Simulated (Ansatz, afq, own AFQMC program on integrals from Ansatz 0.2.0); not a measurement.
**NH₂Cl (triplet): quantum Monte Carlo beside coupled cluster at distance Cl1–H2 along a hydrogen transfer = 1.279 Å, cc-pVTZ**

Aim: compute NH₂Cl (triplet) with auxiliary-field quantum Monte Carlo on the same integrals as coupled cluster, and set the energies side by side.

Program: Ansatz 0.2.0, Gaussian basis, and an in-house AFQMC program (afq) on its integrals; all values are calculated. Level of theory: cc-pVTZ, frozen cores. These are calculated values, not measurements.

To be run: PBE (unrestricted); r2SCAN (unrestricted); PBE0 (unrestricted); B3LYP (unrestricted); wB97M-V (unrestricted); B2PLYP (unrestricted); CCSD(T) on UHF; Phaseless AFQMC, CISD trial on UHF; Phaseless AFQMC, single-determinant trial on UHF.

## Step 1: The system

The geometry derives from fragments relaxed apart (PBE0/def2-TZVP) and kept rigid, so it is no stationary point. A hydrogen atom is moved between rigid fragments.

4 atoms, charge 0, spin multiplicity 3.

Atoms are counted from 1 here; the program's logs count them from 0.

Bond lengths: Cl1–H2 1.279 Å, N3–H4 1.040 Å.

## Step 2: PBE (unrestricted)

File in.yaml:

```yaml
crystal:
  periodic: [false, false, false]
  atoms:
    - {symbol: Cl, position_ang: [-0.804149, 0.019664, 0.000000]}
    - {symbol: H, position_ang: [0.474651, 0.019664, 0.000000]}
    - {symbol: N, position_ang: [1.848851, 0.019664, 0.000000]}
    - {symbol: H, position_ang: [2.117933, -0.984563, 0.000000]}
basis:
  gaussian: {orbitals: cc-pVTZ}
magnetization: {spin_polarized: true, initial_magnetization: 2}
hamiltonian: {xc: {name: PBE}}
output: {orbitals: {seedname: orbitals}}
```

The run is started by

```sh
$ ansatz run in.yaml --threads 1 --pin off --events-out ev --progress --plain --max-ram 8192MiB --backend cpu
```

Output:

```text
Functional definition: PBE
  name "PBE"
  cite "Perdew, Burke & Ernzerhof, Phys. Rev. Lett. 77, 3865 (1996) doi:10.1103/PhysRevLett.77.3865"
  parent pbe
  parameter kappa = 0.804
  parameter beta = 0.06672455060314922
  exchange = pbe_x(kappa = kappa, mu = beta*pi^2/3)
  correlation = pbe_c(beta = beta)
568 factors; their error is unknown
mean field evaluation 1: about -14012.8721 eV, gradient 6.4e1 eV
mean field evaluation 2: about -13825.6295 eV, gradient 1.4e2 eV
mean field evaluation 4: about -14035.0508 eV, gradient 9.7e0 eV
mean field evaluation 8: about -14035.6763 eV, gradient 1.7e-1 eV
mean field evaluation 16: about -14035.6621 eV, gradient 2.5e-4 eV
mean field -14035.66211312 eV, -515.8010689435 hartree, gradient 6.2e-5 eV, S^2 2.005464; 0 other end points of the search recorded, 0 dependent functions left out
reference -14035.66213808 eV, -515.8010698608 hartree; 14, 12 occupied and 78, 80 virtual orbitals, 568 factors
Total energy: -14035.66213808 eV, -515.8010698608 hartree
```

Run time: 1.3 s. Hardware: 1 thread of AMD EPYC 7R13 (Zen 3), shared host; peak memory 0.72 GiB.

From the report: ⟨S²⟩ of the determinant 2.005 (pure triplet: 2.00).

## Step 3: r2SCAN (unrestricted)

in.yaml: that of step 2 with these lines changed.

```diff
@@ -10,3 +10,2 @@
 magnetization: {spin_polarized: true, initial_magnetization: 2}
-hamiltonian: {xc: {name: PBE}}
-output: {orbitals: {seedname: orbitals}}
+hamiltonian: {xc: {name: r2SCAN}}
```

The command is unchanged.

Output:

```text
Functional definition: r2SCAN
  name "r2SCAN"
  cite "Furness, Kaplan, Ning, Perdew & Sun, J. Phys. Chem. Lett. 11, 8208 (2020) doi:10.1021/acs.jpclett.0c02405"
  cite "Furness, Kaplan, Ning, Perdew & Sun, J. Phys. Chem. Lett. 11, 9248 (2020) doi:10.1021/acs.jpclett.0c03077"
  parent r2scan
  parameter k0 = 0.174
  parameter k1 = 0.065
  parameter a1 = 4.9479
  exchange = r2scan_x(k0 = k0, k1 = k1, a1 = a1)
  correlation = r2scan_c
568 factors; their error is unknown
mean field evaluation 1: about -14031.7504 eV, gradient 4.1e1 eV
mean field evaluation 2: about -14002.6742 eV, gradient 8.1e1 eV
mean field evaluation 4: about -14041.0225 eV, gradient 3.0e0 eV
mean field evaluation 8: about -14041.0852 eV, gradient 1.9e-1 eV
mean field evaluation 16: about -14041.0699 eV, gradient 9.7e-5 eV
mean field -14041.06988643 eV, -515.9998009474 hartree, gradient 2.4e-5 eV, S^2 2.010165; 0 other end points of the search recorded, 0 dependent functions left out
reference -14041.06989403 eV, -515.9998012268 hartree; 14, 12 occupied and 78, 80 virtual orbitals, 568 factors
Total energy: -14041.06989403 eV, -515.9998012268 hartree
```

Run time: 2.7 s. Hardware: 1 thread of AMD EPYC 7R13 (Zen 3), shared host; peak memory 0.72 GiB.

From the report: ⟨S²⟩ of the determinant 2.010 (pure triplet: 2.00).

## Step 4: PBE0 (unrestricted)

in.yaml: that of step 3 with these lines changed.

```diff
@@ -10,2 +10,3 @@
 magnetization: {spin_polarized: true, initial_magnetization: 2}
-hamiltonian: {xc: {name: r2SCAN}}
+hamiltonian: {xc: {name: PBE0}}
+output: {orbitals: {seedname: orbitals}}
```

Launched as before.

Output:

```text
Functional definition: PBE0
  name "PBE0"
  cite "Adamo & Barone, J. Chem. Phys. 110, 6158 (1999) doi:10.1063/1.478522"
  cite "Perdew, Burke & Ernzerhof, Phys. Rev. Lett. 77, 3865 (1996) doi:10.1103/PhysRevLett.77.3865"
  parent pbe
  parameter a = 0.25
  parameter kappa = 0.804
  parameter beta = 0.06672455060314922
  exchange = (1 - a)*pbe_x(kappa = kappa, mu = beta*pi^2/3) + a*exact_x
  correlation = pbe_c(beta = beta)
597 factors; their error is unknown
mean field evaluation 1: about -14034.5363 eV, gradient 1.9e1 eV
mean field evaluation 2: about -14033.6025 eV, gradient 2.5e1 eV
mean field evaluation 4: about -14036.7001 eV, gradient 1.3e0 eV
mean field evaluation 8: about -14036.7845 eV, gradient 3.8e-2 eV
mean field evaluation 16: about -14036.7845 eV, gradient 1.3e-4 eV
mean field -14036.78452763 eV, -515.8423169162 hartree, gradient 2.6e-5 eV, S^2 2.008427; 0 other end points of the search recorded, 0 dependent functions left out
reference -14036.78454669 eV, -515.8423176167 hartree; 14, 12 occupied and 78, 80 virtual orbitals, 597 factors
Total energy: -14036.78454669 eV, -515.8423176167 hartree
```

It took 1.6 s on 1 thread of AMD EPYC 7R13 (Zen 3), shared host; peak memory 0.72 GiB.

From the report: ⟨S²⟩ of the determinant 2.008 (pure triplet: 2.00).

## Step 5: B3LYP (unrestricted)

in.yaml: that of step 4 with these lines changed.

```diff
@@ -10,3 +10,2 @@
 magnetization: {spin_polarized: true, initial_magnetization: 2}
-hamiltonian: {xc: {name: PBE0}}
-output: {orbitals: {seedname: orbitals}}
+hamiltonian: {xc: {name: B3LYP}}
```

Same command.

Output (excerpt; [...] marks lines left out):

```text
Functional definition: B3LYP
  name "B3LYP"
  cite "Stephens, Devlin, Chabalowski & Frisch, J. Phys. Chem. 98, 11623 (1994) doi:10.1021/j100096a001"
  cite "Becke, Phys. Rev. A 38, 3098 (1988) doi:10.1103/PhysRevA.38.3098"
  cite "Lee, Yang & Parr, Phys. Rev. B 37, 785 (1988) doi:10.1103/PhysRevB.37.785"
  cite "Vosko, Wilk & Nusair, Can. J. Phys. 58, 1200 (1980) doi:10.1139/p80-159"
[...]
583 factors; their error is unknown
[...]
mean field -14043.17920023 eV, -516.0773167997 hartree, gradient 1.9e-5 eV, S^2 2.007433; 0 other end points of the search recorded, 0 dependent functions left out
reference -14043.17938163 eV, -516.0773234660 hartree; 14, 12 occupied and 78, 80 virtual orbitals, 583 factors
Total energy: -14043.17938163 eV, -516.0773234660 hartree
```

It took 1.6 s on 1 thread of AMD EPYC 7R13 (Zen 3), shared host; peak memory 0.72 GiB.

From the report: ⟨S²⟩ of the determinant 2.007 (pure triplet: 2.00).

## Step 6: wB97M-V (unrestricted)

in.yaml: that of step 5 with these lines changed.

```diff
@@ -10,2 +10,3 @@
 magnetization: {spin_polarized: true, initial_magnetization: 2}
-hamiltonian: {xc: {name: B3LYP}}
+hamiltonian: {xc: {name: wB97M-V}}
+output: {orbitals: {seedname: orbitals}}
```

Same command.

Output (excerpt; [...] marks lines left out):

```text
Functional definition: wB97M-V
  name "wB97M-V"
  cite "Mardirossian & Head-Gordon, J. Chem. Phys. 144, 214110 (2016) doi:10.1063/1.4952647"
  cite "Becke, J. Chem. Phys. 107, 8554 (1997) doi:10.1063/1.475007"
  cite "Vydrov & Van Voorhis, J. Chem. Phys. 133, 244103 (2010) doi:10.1063/1.3521275"
  # Of w^i u^j: cxij and so on, Table III.
[...]
  gx(w, u) = 1 - cx + cx01*u + cx10*w
  gss(w, u) = css00 + css04*u^4 + css10*w + css20*w^2 + css43*w^4*u^3
  gos(w, u) = cos00 + cos10*w + (cos20 + cos21*u)*w^2 + (cos60 + cos61*u)*w^6
[...]
      + integral(e_c_pw_mod_opposite_spin*gos(b97_w_opposite, b97_u_opposite)) + vv10(b, c)
571 factors; their error is unknown
109 factors; integrals over basis functions are off by at most 8.3e-5 eV
[...]
mean field -14041.20164953 eV, -516.0046431518 hartree, gradient 8.2e-5 eV, S^2 2.007702; 0 other end points of the search recorded, 0 dependent functions left out
reference -14041.20167770 eV, -516.0046441872 hartree; 14, 12 occupied and 78, 80 virtual orbitals, 571 factors
Total energy: -14041.20167770 eV, -516.0046441872 hartree
```

Run time: 4.8 s. Hardware: 1 thread of AMD EPYC 7R13 (Zen 3), shared host; peak memory 0.72 GiB.

From the report: ⟨S²⟩ of the determinant 2.008 (pure triplet: 2.00).

## Step 7: B2PLYP (unrestricted)

in.yaml: that of step 6 with these lines changed.

```diff
@@ -10,3 +10,3 @@
 magnetization: {spin_polarized: true, initial_magnetization: 2}
-hamiltonian: {xc: {name: wB97M-V}}
-output: {orbitals: {seedname: orbitals}}
+hamiltonian: {xc: {name: B2PLYP}}
+correlation: {electrons: outside_noble_gas}
```

Launched as before.

Output (excerpt; [...] marks lines left out):

```text
Functional definition: B2PLYP
  name "B2PLYP"
  cite "Grimme, J. Chem. Phys. 124, 034108 (2006) doi:10.1063/1.2148954"
  cite "Becke, Phys. Rev. A 38, 3098 (1988) doi:10.1103/PhysRevA.38.3098"
  cite "Lee, Yang & Parr, Phys. Rev. B 37, 785 (1988) doi:10.1103/PhysRevB.37.785"
[...]
540 factors; integrals over basis functions are off by at most 1.2e-3 eV
[...]
mean field -14034.71978489 eV, -515.7664390201 hartree, gradient 6.8e-6 eV, S^2 2.012643; 0 other end points of the search recorded, 0 dependent functions left out
6 core orbitals not correlated: weight in the atoms' cores, before any rotation towards them, 1.000 or more for the frozen orbitals, at most 0.000 for the correlated occupied ones
reference -14034.71990117 eV, -515.7664432933 hartree; 8, 6 occupied and 78, 80 virtual orbitals, 540 factors
second order -11.70479814 eV of doubles, -0.00000000 eV of singles
Total energy: -14037.88019667 eV, -515.8825820108 hartree
```

Run time: 2.2 s. Hardware: 1 thread of AMD EPYC 7R13 (Zen 3), shared host; peak memory 0.72 GiB.

From the report: ⟨S²⟩ of the determinant 2.013 (pure triplet: 2.00).

## Step 8: CCSD(T) on UHF

in.yaml: that of step 7 with these lines changed.

```diff
@@ -10,3 +10,2 @@
 magnetization: {spin_polarized: true, initial_magnetization: 2}
-hamiltonian: {xc: {name: B2PLYP}}
-correlation: {electrons: outside_noble_gas}
+correlation: {method: ccsd_t, electrons: outside_noble_gas, hamiltonian_folder: ham}
```

The run is started by

```sh
$ ansatz run in.yaml --threads 1 --pin off --events-out ev --progress --plain --max-ram 24576MiB --backend cuda --devices 0, --max-vram 18GiB
```

Output (excerpt; [...] marks lines left out):

```text
Functional definition: HF
  name "HF"
  cite "Fock, Z. Phys. 61, 126 (1930) doi:10.1007/BF01340294"
  parent pbe
[...]
540 factors; integrals over basis functions are off by at most 1.2e-3 eV
[...]
mean field -14015.46822073 eV, -515.0589570863 hartree, gradient 2.6e-6 eV, S^2 2.022274; 3 other end points of the search recorded, 0 dependent functions left out
6 core orbitals not correlated: weight in the atoms' cores, before any rotation towards them, 1.000 or more for the frozen orbitals, at most 0.000 for the correlated occupied ones
reference -14015.46822073 eV, -515.0589570863 hartree; 8, 6 occupied and 78, 80 virtual orbitals, 540 factors
second order -9.62671114 eV of doubles, -0.00000000 eV of singles
cycle   1  -10.33142620 eV  change   -7.0e-1 eV  update   5.8e-2
[...]
cycle  13  -10.62449125 eV  change   -4.8e-7 eV  update   1.2e-5
perturbative correction -0.36895307 eV, -0.0135587752 hartree
Total energy: -14026.46166505 eV, -515.4629587135 hartree
```

Wall time 20 s (1 × NVIDIA H100 80GB HBM3 with 1 thread of AMD EPYC 7R13 (Zen 3), shared host); peak host memory 0.78 GiB.

From the report: ⟨S²⟩ of the determinant 2.022 (pure triplet: 2.00); correlation -10.9934 eV; T1 0.014; largest double amplitude 0.04.

This run also writes the integrals to the folder ham.

## Step 9: Phaseless AFQMC, CISD trial on UHF

It reads the integrals that the CCSD(T) run on this determinant wrote.

The run is started by

```sh
$ afq ham --method phaseless --trial cisd --walkers 1500 --populations 20 --least-time 60 --time-step 0.005 --steps-per-block 50 --equilibration-blocks 28 --max-blocks 4000 --target-error 0.00022 --factor-cut 1e-05 --start spin_pure --seed 3449 --release-times 0.24,0.51,0.99,1.62,2.4 --release-step 0.03 --release-every 3 --taylor-order 6
```

Output:

```text
orbitals 86  electrons 8 6  factors 534 of 540
reference energy -515.05895709 Eh
CCSD correlation -0.39044261 Eh in 15 cycles, weight of the determinant in the CISD state 0.8717
energy of the start -515.448366 Eh
 block  time / (1/Eh)  mean weight  energy / Eh
     1     0.250  1.0001  -515.444255
     2     0.500  0.9994  -515.450589
     3     0.750  0.9998  -515.455456
     4     1.000  0.9997  -515.459520
     5     1.250  0.9995  -515.460559
     6     1.500  0.9998  -515.461273
     7     1.750  1.0002  -515.464405
     8     2.000  1.0004  -515.464235
     9     2.250  1.0000  -515.465034
    10     2.500  1.0006  -515.464815
    11     2.750  0.9999  -515.464575
    13     3.250  0.9990  -515.462684
    15     3.750  1.0006  -515.462921
    17     4.250  0.9998  -515.463524
    19     4.750  0.9998  -515.462970
    21     5.250  1.0005  -515.463439
    23     5.750  1.0001  -515.462317
    25     6.250  0.9999  -515.463240
    27     6.750  1.0002  -515.462985
    29     7.250  0.9998  -515.464757
    31     7.750  1.0006  -515.463949
    33     8.250  1.0001  -515.465820
    35     8.750  0.9999  -515.465701
    37     9.250  1.0003  -515.463787
    39     9.750  0.9998  -515.463865
    41    10.250  1.0001  -515.464957
    43    10.750  1.0002  -515.464881
    45    11.250  0.9997  -515.465821
    47    11.750  1.0004  -515.466342
    49    12.250  0.9998  -515.463958
    51    12.750  1.0006  -515.464625
    53    13.250  0.9997  -515.462867
    55    13.750  1.0000  -515.464554
    57    14.250  1.0004  -515.464079
    59    14.750  1.0004  -515.465122
    61    15.250  1.0001  -515.465322
    63    15.750  0.9999  -515.464373
    65    16.250  0.9993  -515.464997
    67    16.750  1.0006  -515.465043
    69    17.250  1.0002  -515.464421
    71    17.750  0.9996  -515.464454
    73    18.250  1.0000  -515.464126
    75    18.750  0.9990  -515.463196
    77    19.250  1.0003  -515.466816
    79    19.750  0.9997  -515.463961
    81    20.250  0.9999  -515.463865
    83    20.750  1.0000  -515.464099
    85    21.250  0.9993  -515.466998
    87    21.750  1.0000  -515.465464
    89    22.250  0.9999  -515.465940
    91    22.750  1.0010  -515.465501
    93    23.250  1.0006  -515.464839
    95    23.750  0.9998  -515.465069
    97    24.250  1.0001  -515.465947
error from the spread of 20 populations
released: time / (1/Eh)  energy / Eh  error  mean overlap
  0.24  -515.464790  0.000191  1.0002
  0.51  -515.464575  0.000200  0.9963
  0.99  -515.464819  0.000197  0.9826
  1.62  -515.465026  0.000329  0.9675
  2.40  -515.465131  0.000513  0.9493
energy -515.464723 +/- 0.000210 Eh
```

Run time: 3.4 min. Hardware: 1 × NVIDIA H100 80GB HBM3 with 2 threads of AMD EPYC 7R13 (Zen 3), shared host; peak host memory 1.6 GiB.

Energy -14026.5097 ± 0.0057 eV. Caveats: constraint bias not in the error.

## Step 10: Phaseless AFQMC, single-determinant trial on UHF

It reads the integrals that the CCSD(T) run on this determinant wrote.

The run is started by

```sh
$ afq ham --method phaseless --trial hf --walkers 1500 --populations 20 --least-time 40 --time-step 0.005 --steps-per-block 20 --equilibration-blocks 112 --max-blocks 4000 --target-error 0.0011 --factor-cut 1e-05 --start spin_pure --seed 2338 --taylor-order 6
```

Output:

```text
orbitals 86  electrons 8 6  factors 534 of 540
reference energy -515.05895709 Eh
CCSD correlation -0.39044261 Eh in 15 cycles, weight of the determinant in the CISD state 0.8717
energy of the start -515.059547 Eh
 block  time / (1/Eh)  mean weight  energy / Eh
     1     0.100  1.0025  -515.173887
     2     0.200  1.0038  -515.250773
     3     0.300  1.0032  -515.296927
     4     0.400  1.0024  -515.336445
     5     0.500  1.0023  -515.365745
     6     0.600  1.0021  -515.383368
     7     0.700  1.0022  -515.397653
     8     0.800  1.0009  -515.407624
     9     0.900  1.0006  -515.415627
    10     1.000  1.0015  -515.425841
    19     1.900  0.9996  -515.459783
    28     2.800  0.9992  -515.458391
    37     3.700  1.0004  -515.462891
    46     4.600  1.0000  -515.462338
    55     5.500  1.0000  -515.461974
    64     6.400  1.0001  -515.470680
    73     7.300  0.9998  -515.462994
    82     8.200  0.9995  -515.460447
    91     9.100  0.9998  -515.455536
   100    10.000  1.0001  -515.449581
   109    10.900  0.9997  -515.461366
   118    11.800  1.0002  -515.467803
   127    12.700  0.9998  -515.468867
   136    13.600  0.9994  -515.461974
   145    14.500  1.0001  -515.467597
   154    15.400  1.0003  -515.464334
   163    16.300  1.0000  -515.468005
   172    17.200  1.0001  -515.471492
   181    18.100  1.0008  -515.467082
   190    19.000  1.0004  -515.469012
   199    19.900  1.0005  -515.465640
   208    20.800  0.9994  -515.464369
   217    21.700  0.9999  -515.466902
   226    22.600  0.9999  -515.457941
   235    23.500  0.9995  -515.458223
   244    24.400  1.0002  -515.461111
   253    25.300  1.0004  -515.457626
   262    26.200  0.9998  -515.463239
   271    27.100  0.9988  -515.467172
   280    28.000  0.9986  -515.451189
   289    28.900  1.0006  -515.458979
   298    29.800  0.9990  -515.459374
   307    30.700  0.9991  -515.463296
   316    31.600  1.0000  -515.455107
   325    32.500  0.9996  -515.466869
   334    33.400  0.9996  -515.459789
   343    34.300  1.0004  -515.467540
   352    35.200  0.9997  -515.459188
   361    36.100  0.9998  -515.453414
error from the spread of 20 populations
energy -515.462542 +/- 0.001240 Eh
```

Wall time 98 s (1 × NVIDIA H100 80GB HBM3 with 2 threads of AMD EPYC 7R13 (Zen 3), shared host); peak host memory 1.7 GiB.

Energy -14026.4503 ± 0.0337 eV. Caveats: constraint bias not in the error.

## Step 11: All levels side by side

On the UHF determinant, counted from CCSD(T) (a yardstick, not exact):

```csv
level,energy (eV),from CCSD(T) (kcal/mol),statistical error (kcal/mol),time
HF,-14015.4682,+253.51,,
MP2,-14025.0949,+31.52,,
CCSD,-14026.0927,+8.51,,
CCSD(T),-14026.4617,0.00,,
"Phaseless AFQMC, CISD trial, step 0.005, 1500 walkers",-14026.5097,-1.11,0.13,3.4 min
"Phaseless AFQMC, single-determinant trial, step 0.005, 1500 walkers",-14026.4503,+0.26,0.78,98 s
```

The functionals' totals stand on their own zeros and serve differences with other points: PBE -14035.662 eV; r2SCAN -14041.070 eV; PBE0 -14036.785 eV; B3LYP -14043.179 eV; wB97M-V -14041.202 eV; B2PLYP -14037.880 eV.

## Step 12: Outcome

| quantity | value |
| --- | --- |
| Phaseless AFQMC, CISD trial on UHF from CCSD(T) | -1.11 ± 0.13 kcal/mol |
| Phaseless AFQMC, single-determinant trial on UHF from CCSD(T) | +0.26 ± 0.78 kcal/mol |

On UHF the phaseless walk with the CISD trial lies -1.11 kcal/mol from CCSD(T), 8 times its error bar. Error bars are statistical and leave out the constraint, the time step and what remains of the start.
